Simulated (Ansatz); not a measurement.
System: rock-salt SnTe (cubic form, which distorts at low temperature). Method: PBEsol-D3(BJ) in Ansatz (plane waves, PAW).

Total energies, extrapolated to zero smearing (they compare only within this program, potentials and cutoff):

```json
[
 {"system": "rock-salt SnTe (cubic form, which distorts at low temperature), relaxed", "energy (eV/atom)": "-6426.3252"},
 {"system": "white tin (β-Sn)", "energy (eV/atom)": "-5950.1843"},
 {"system": "trigonal Te", "energy (eV/atom)": "-6901.9604"}
]
```

Work out the enthalpy of formation per atom.

ΔH_f ≈ ΔE = -6426.3252 − [1 × (-5950.1843) + 1 × (-6901.9604)]/2 = -0.253 eV/atom (0 K, no vibrations). The reference value is -0.315 ± 0.004 eV/atom (measured, 298 K, copied from a table, unchecked, not corrected to a static lattice; as tabulated in Wang et al. (2021), doi:10.1038/s41598-021-94550-5), a difference of +0.062 eV/atom.

Spin–orbit coupling is left out; its size isn't shown.

The PAW data were made under PBE.

Note: symmetry holds this phase in the static calculation, where it need not be a minimum.

Ansatz is a quantum-chemistry and plane-wave program.
